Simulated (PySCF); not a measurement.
Molecule: SMILES FC(F)(F)Cl, CClF$_{3}$.

Geometry (Å), atoms numbered from 1 in this order:
```xyz
5

F    -0.641   -0.215   -1.166
C    -0.079    0.001    0.007
F    -0.478    1.173    0.459
F    -0.475   -0.935    0.846
Cl    1.673   -0.023   -0.146
```

Geometry PBE0-D3(BJ)/def2-SVP throughout; GIAO in PySCF, gas phase, one conformer, non-relativistic; equivalent atoms averaged; basis pcSseg-2.

Question: How do the absolute shieldings σ depend on the functional? (ppm; last column core-seconds on shared hosts with different chips, so compare them loosely; the GGAs took longer than the global hybrids here, which isn't the general rule, and the cause wasn't traced)

Answer: 
| functional | kind | F1/F3/F4 | C2 | Cl5 | core-s |
| --- | --- | --- | --- | --- | --- |
| HF | Hartree–Fock | 256.9 | 70.4 | 640.4 | 5.2 |
| LDA | LDA | 184.1 | 29.5 | 534.6 | 11 |
| PBE | GGA | 189.2 | 32.4 | 560.9 | 18 |
| BLYP | GGA | 188.8 | 26.5 | 535.0 | 14 |
| BP86 | GGA | 190.4 | 32.4 | 555.5 | 14 |
| OPBE | GGA | 199.8 | 43.7 | 604.6 | 14 |
| KT2 | GGA | 189.5 | 41.0 | 588.8 | 15 |
| KT3 | GGA | 196.1 | 41.9 | 596.1 | 14 |
| B97-D | GGA | 199.0 | 35.7 | 563.9 | 14 |
| B3LYP | global hybrid | 205.1 | 35.4 | 555.3 | 9.7 |
| PBE0 | global hybrid | 209.6 | 42.9 | 586.1 | 9.6 |
| mPW1PW91 | global hybrid | 210.5 | 42.1 | 581.9 | 9.6 |
| WP04 | global hybrid | 209.4 | 24.5 | 517.3 | 7.6 |
| B97-2 | global hybrid | 212.0 | 43.5 | 588.3 | 7.7 |
| BHandHLYP | global hybrid | 225.8 | 48.3 | 583.9 | 7.5 |
| CAM-B3LYP | range-separated hybrid | 211.2 | 39.2 | 555.4 | 10 |
| wB97X-D | range-separated hybrid | 214.6 | 43.2 | 575.9 | 11 |
| LC-wPBE | range-separated hybrid | 218.6 | 44.7 | 577.9 | 13 |

Question: Which nucleus moves most, in ppm?

Answer: Cl5 (chlorine bonded to C): from 517.3 ppm with WP04 to 640.4 ppm with HF. The smallest spread is 46.0 ppm, at C2.
